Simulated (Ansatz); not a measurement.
C3H2ClN can be A, `C#CC(=N)Cl`, or B, `C=C1N=C1Cl`.

Computed with Ansatz on PBE0-D4/def2-TZVP structures; ΔE is electronic, products minus reactants. CCSD(T)/CBS adds triple-zeta CCSD(T) − MP2 to the extrapolated MP2 energy (def2 sets, frozen cores). DFT in def2-TZVPP. One conformer a species, not always the lowest.

Problem. Which isomer does CCSD(T)/CBS put lower? Give the gap. (Estimate.)

Solution. Ansatz gave: A, by 79.4 kJ/mol.

Problem. Give E(B) − E(A) in kJ/mol with ωB97M-V, MP2/def2-TZVPP, LDA (SPW92), BLYP-D4, B2PLYP, PBE0-D4, PBE-D4. (Best estimate.)

Solution. Ansatz gave: ωB97M-V 65.5, MP2/def2-TZVPP 78.7, LDA (SPW92) 48.1, BLYP-D4 78.7, B2PLYP 78.3, PBE0-D4 51.1, PBE-D4 54.3. None reverses the order clearly.

Problem. Does the order hold for the free energy at 298.15 K (harmonic terms from PBE0-D4)? (An estimate is asked.)

Solution. Ansatz gave: Yes: G(B) − G(A) = +80.3 kJ/mol, for one conformer each.

Largest T1 diagnostic: 0.014.

At CCSD(T), def2-SVP lies −7.0 kJ/mol from the extrapolated value and def2-TZVPP −2.6 kJ/mol. From r2SCAN to r2SCAN0 (25 % exact exchange), in def2-TZVPP and without D4, E(B) − E(A) moves by −4.7 kJ/mol.
